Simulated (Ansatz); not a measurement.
Saddle point of CH7FSi, closed shell (CH₅FSi ([CH3][SiH2][F]) + H₂ → CH₆Si ([CH3][SiH3]) + HF; bonds formed: Si1–H7, F2–H6; bonds broken: Si1–F2, H6–H7), PBE0-D4/def2-TZVP structure:

Si1  (-0.372, 0.067, -0.568)
F2  (1.483, 0.661, -0.867)
H3  (-0.283, -0.632, -1.868)
H4  (-1.838, 0.361, -0.436)
C5  (0.092, -0.811, 1.000)
H6  (0.658, 1.534, -0.705)
H7  (-0.262, 1.769, -0.543)
H8  (0.114, -0.103, 1.832)
H9  (-0.663, -1.567, 1.232)
H10  (1.073, -1.279, 0.924)
(Å)

Energies are electronic, without zero-point energy. Barriers and step energies count from the start structure reached by relaxing down the imaginary mode; all methods use the PBE0-D4 structures, on which another method's saddle can fall below an end. Ansatz 0.2.0; basis: def2-TZVPP, with def2-QZVPP for the basis limit; cores frozen in the correlated methods. B3LYP uses VWN-RPA correlation. Extrapolation: Hartree–Fock as exp(−7.88 √X), correlation as X^−2.97.

| method | barrier (kJ/mol) | step energy (kJ/mol) |
| --- | --- | --- |
| SPW92 | 176.0 | 89.1 |
| PBE-D4 | ? | 96.9 |
| BLYP-D4 | 234.1 | 108.6 |
| r2SCAN-D4 | ? | 111.4 |
| B97M-V | 244.4 | 110.7 |
| PBE0-D4 | 229.8 | 98.4 |
| B3LYP-D4 | 246.5 | 109.0 |
| r2SCAN0-D4 | 243.6 | 109.2 |
| BHLYP-D4 | 268.1 | 112.6 |
| CAM-B3LYP-D4 | ? | 111.0 |
| wB97X-V | 246.6 | 108.7 |
| wB97M-V | 243.6 | 109.6 |
| B2PLYP | 253.3 | 111.4 |
| PBE-QIDH | 247.0 | 104.8 |
| RPA on PBE | 255.2 | 108.1 |
| HF | 321.2 | 118.9 |
| MP2 | 254.7 | 111.7 |
| CCSD | 266.2 | 107.3 |
| CCSD(T) | 256.4 | 106.8 |

(1) Fill in the withheld barriers. (To be estimated.)

T1 diagnostic: at most 0.013.

Answers

(1) Computed: PBE-D4 210.6; CAM-B3LYP-D4 248.0; r2SCAN-D4 231.7 kJ/mol. Each is the energy of the saddle less that of the start structure, by the same method.

For comparison, the barrier by CCSD(T) at an estimated basis limit (MP2 extrapolated from triple and quadruple zeta, plus CCSD(T) − MP2 in triple zeta) is 255.1 kJ/mol.

Labels in which every atom is bracketed show which atoms are joined, not bond orders.

For scale, one of the runs: CCSD(T)/def2-TZVPP, 202 basis functions, launched by `ansatz run in.yaml --threads 2 --pin off --events-out ev --progress --plain --max-ram 4352MiB`. The run took 51 s on 2 CPU threads (shared host), with 2.5 GiB of host memory at its peak.
